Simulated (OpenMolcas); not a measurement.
# How methods differ on C3H4 (cyclopropene)

The species is C3H4 (7 atoms), meant as a singlet with charge 0. SMILES: `C1=CC1`. The coordinates come from a PBE0-D4/def2-TZVP relaxation.

Quantity: the dipole moment, in D. The values are calculated.

```csv
level,kind,program,value (D),CPU time
HF/aug-cc-pVDZ,Hartree–Fock,OpenMolcas,0.49,14 s
BLYP/aug-cc-pVDZ,GGA,OpenMolcas,0.48,47 s
PBE/aug-cc-pVDZ,GGA,OpenMolcas,0.48,47 s
M06-L/aug-cc-pVDZ,meta-GGA,OpenMolcas,?,71 s
TPSS/aug-cc-pVDZ,meta-GGA,OpenMolcas,0.48,64 s
r2SCAN/aug-cc-pVDZ,meta-GGA,OpenMolcas,?,67 s
B3LYP/aug-cc-pVDZ,global hybrid,OpenMolcas,0.48,49 s
PBE0/aug-cc-pVDZ,global hybrid,OpenMolcas,0.49,49 s
```

Q: Estimate what the levels marked ? give.

A: As computed at these levels: M06-L/aug-cc-pVDZ: 0.47 D; r2SCAN/aug-cc-pVDZ: 0.50 D. Measured: 0.45 D (NIST CCCBDB). Nearest: M06-L/aug-cc-pVDZ (+0.02 D); farthest: r2SCAN/aug-cc-pVDZ (+0.05 D). The measured dipole is a vibrational average, so differences of a few hundredths of a debye mean little. Computed less measured by kind, in D (aug-cc-pVDZ rows): Hartree–Fock +0.04; GGA +0.03 to +0.03; meta-GGA +0.02 to +0.05; global hybrid +0.03 to +0.04. Magnitudes only: a small dipole may point the other way at some levels. CPU times are rough (shared hosts, several kinds of processor): they show what a rung costs within a factor of a few.
